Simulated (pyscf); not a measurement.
Thermochemistry of product channels of `[O]=[Ge]=[O]` + `[S]=[S]` [triplet] on the triplet surface, in kcal/mol, from CCSD(T)/def2-TZVPP + ΔMP2(QZVPP) energies (ideal gas, 1 atm, RRHO with modes under 100 cm⁻¹ raised to 100, one conformer, R ln 2 for chiral ones without a mode under 150 cm⁻¹). PySCF, gas phase, ωB97X-D3(BJ)/def2-SVP geometries. MP2 and CC: frozen core, UHF for open shells. ΔMP2 is the change of the MP2 total energy from the triple- to the quadruple-zeta basis.

| products | ΔE | ΔH(298 K) | ΔG(298 K) | ΔG(600 K) |
|---|---|---|---|---|
| `[O]=[Ge]=[S]` + `[O]=[S]` [triplet] | -4.4 | -4.3 | -5.2 | -6.0 |
| `[O]=[Ge]` [triplet] + `[O]1[S][S]1` | +99.1 | +98.2 | +96.5 | +94.8 |

These are energies of the channels, which say nothing of barriers. O=Ge: [triplet] is an excited spin state, 75.5 kcal/mol over the singlet at ωB97X-D3(BJ)/def2-TZVP. The CCSD(T) − MP2 part came from Ansatz, without density fitting, on the same reference. The frozen core leaves the outer d or s,p core shells of the metals and heavy elements correlated in the MP2 and CC values, and def2-TZVPP describes them poorly, which can shift differences by a few kcal/mol. The term symbol of open-shell O=Ge: was not checked; spin-orbit terms and orbital degeneracy are left out. Elements up to Kr have no core potential and no relativistic terms here.
